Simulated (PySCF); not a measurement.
Compound: C₄H₁₂NP.
Numbering: `[CH3:1][N:2]([CH3:3])[P:4]([CH3:5])[CH3:6]` (hydrogens: H7, H8, H9 on C1; H10, H11, H12 on C3; H13, H14, H15 on C5; H16, H17, H18 on C6)

The same species was optimised twice, with GFN2-xTB and with PBE0-D3(BJ)/def2-SVP (PySCF), and the same property calculations (PySCF, gas phase) were run on both structures.

```csv
coordinate,GFN2-xTB,PBE0-D3(BJ)/def2-SVP,change
N2–P4 (Å),1.754,1.770,+0.016
P4–C5 (Å),1.856,1.846,-0.010
P4–C6 (Å),1.856,1.847,-0.009
C1–N2 (Å),1.453,1.446,-0.007
N2–C3 (Å),1.453,1.447,-0.006
N2–P4–C5 (°),96.6,98.9,+2.3
N2–P4–C6 (°),96.6,98.7,+2.1
C1–N2–C3 (°),109.3,111.1,+1.8
C3–N2–P4 (°),114.4,113.0,-1.4
C5–P4–C6 (°),96.2,97.5,+1.3
C1–N2–P4 (°),114.3,113.6,-0.7
C1–N2–P4–C5 (°),-68,-65,+3
```

Rotational constants: A = 3757, B = 2446, C = 1706 MHz (GFN2-xTB) against A = 3747, B = 2423, C = 1678 MHz (PBE0-D3(BJ)/def2-SVP).

On the GFN2-xTB structure: HOMO (eV) -5.57 [PBE0/pcSseg-1]; LUMO (eV) 1.17 [PBE0/pcSseg-1]; dipole (D) 0.72 [PBE0/pcSseg-1]; GIAO shielding of C1/C3 (mean) (ppm) 144.2 [PBE0/pcSseg-1]; GIAO shielding of N2 (ppm) 221.0 [PBE0/pcSseg-1]; GIAO shielding of P4 (ppm) 281.2 [PBE0/pcSseg-1]; GIAO shielding of C5/C6 (mean) (ppm) 165.0 [PBE0/pcSseg-1].

Question: What do these properties become on the PBE0-D3(BJ)/def2-SVP structure?

Answer: 
| property | level | on GFN2-xTB | on PBE0-D3(BJ)/def2-SVP | change |
| --- | --- | --- | --- | --- |
| HOMO (eV) | PBE0/pcSseg-1 | -5.57 | -5.55 | +0.02 |
| LUMO (eV) | PBE0/pcSseg-1 | 1.17 | 1.23 | +0.06 |
| dipole (D) | PBE0/pcSseg-1 | 0.72 | 0.71 | -0.01 |
| energy, GFN2-xTB geometry as zero (kcal/mol) | PBE0/pcSseg-1 | 0.0 | -0.9 | -0.9 |
| GIAO shielding of C1/C3 (mean) (ppm) | PBE0/pcSseg-1 | 144.2 | 143.3 | -0.9 |
| GIAO shielding of N2 (ppm) | PBE0/pcSseg-1 | 221.0 | 224.9 | +3.9 |
| GIAO shielding of P4 (ppm) | PBE0/pcSseg-1 | 281.2 | 273.1 | -8.1 |
| GIAO shielding of C5/C6 (mean) (ppm) | PBE0/pcSseg-1 | 165.0 | 165.4 | +0.4 |

The heavy atoms differ by 0.032 Å rms after alignment. Among bonds between heavy atoms N2–P4 changes most (+0.016 Å). Changes are differences of the printed values. Neither structure is proved a minimum here.

The values belong to the conformer `[CH3:1][N:2]([CH3:3])[P:4]([CH3:5])[CH3:6]`: C1–N2–P4–C5 -65°.
